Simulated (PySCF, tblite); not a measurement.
## Na+ and 2 × water

A gas-phase complex of Na+ and 2 × water; charge +1, singlet. The structure comes from a short search (6 tight-binding starts) and was relaxed by PBE0-D3(BJ)/def2-SVPD; another way of binding may lie lower. Frequencies by PBE0-D3(BJ)/def2-SVPD show no clear imaginary mode.

Parts: 1 = Na+ ([Na+]), atoms 1, charge +1; 2 = water (O), atoms 2–4; 3 = water (O), atoms 5–7.

```xyz
7

Na    1.557    0.122   -0.704
O     2.334   -1.735    0.260
H     2.166   -2.648    0.002
H     2.932   -1.794    1.014
O     1.424    2.039   -1.833
H     0.798    2.762   -1.715
H     2.005    2.324   -2.547
```
Atoms count from 1 in this order.

```tsv
contact	kind (by geometry)	distance (Å)	angle (°)
Na1···O5	ion contact	2.229	-
Na1···O2	ion contact	2.232	-
```

Interaction energies are complex less parts, with the parts frozen as they stand in it; counterpoise-corrected, in kcal/mol (PySCF).

How strongly do the parts interact, level by level?


| level | interaction | superposition error removed |
| --- | --- | --- |
| wB97M-D3(BJ)/def2-TZVPD | -45.90 | -0.16 |
| PBE0-D3(BJ)/def2-TZVPD | -46.42 | -0.18 |

What holds them together? Decompose the wB97M-D3(BJ)/def2-TZVPD energy: frozen parts, their antisymmetrised product, then relaxation.

electrostatic -48.2, Pauli repulsion +15.0, orbital relaxation -11.8, dispersion correction -1.1 kcal/mol, which sum to the value before the counterpoise correction; the Pauli term holds the exchange-correlation of the frozen density too. Of the attraction, 79 % is electrostatic, 19 % is orbital relaxation, 2 % is dispersion correction.

Are the pair energies additive?

The pairs sum to -47.70 kcal/mol (1–2 -24.3, 1–3 -24.3, 2–3 0.9); the rest of +1.80 is a many-body weakening.

The parts were also relaxed and run alone, at the levels used for the complex: shieldings by PBE0/pcSseg-2.

How do these values change when the complex forms?


| property | alone | in the complex | change |
| --- | --- | --- | --- |
| shielding of Na1 (ppm) | 623.7 | 582.8 | -40.9 |
| shielding of O5 (ppm) | 328.9 | 333.0 | +4.1 |
| shielding of O2 (ppm) | 328.9 | 333.0 | +4.2 |

The 5 runs behind this took 81 s in all, one thread each of AMD EPYC 9R45 96-Core on a shared host, launched as `OMP_NUM_THREADS=1 python cluster_run.py task.json out`.
